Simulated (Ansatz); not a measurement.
bcc Mo, treated with PBEsol in Ansatz (PAW).

Numerical settings: plane-wave cutoff 520 eV, 28×28×28 k mesh, Fermi–Dirac smearing 0.086 eV (set by the program), no spin polarisation, scalar-relativistic PAW data made under PBE.

Computed at the level's own relaxed cell.

Elastic tensor (GPa, Voigt notation, ions relaxed):

```
  491.3   174.1   174.1     0.0     0.0     0.0
  174.1   491.3   174.1     0.0     0.0     0.0
  174.1   174.1   491.3     0.0     0.0     0.0
    0.0     0.0     0.0   105.1     0.0     0.0
    0.0     0.0     0.0     0.0   105.1     0.0
    0.0     0.0     0.0     0.0     0.0   105.1
```

Worked from these constants: the tetragonal shear constant is C′ = (C11 − C12)/2 = 158.6 GPa against C44 = 105.1 GPa, so the C44 shear is the softer. The Zener ratio C44/C′ is 0.66 (1 for an isotropic solid), and the Cauchy pressure C12 − C44 is 69.0 GPa. With C11 + 2C12 = 839.5 GPa all three Born conditions hold; they don't test modes at the zone boundary.

Measured, for comparison: elastic constant C11 478 GPa, elastic constant C12 160 GPa, elastic constant C44 112 GPa (0 K, 300 K values taken to 0 K by the source's computed thermal shift; zero-point effects included; as tabulated in Gong and Corso (2024), arXiv:2406.16634). Computed (rounded) less measured: elastic constant C11 +3 %, elastic constant C12 +9 %, elastic constant C44 -6 %.

Note: shear constants of such metals converge slowly with the k mesh.

The computed numbers hold no vibrational or temperature effects.

Ansatz is a program for electronic structure.
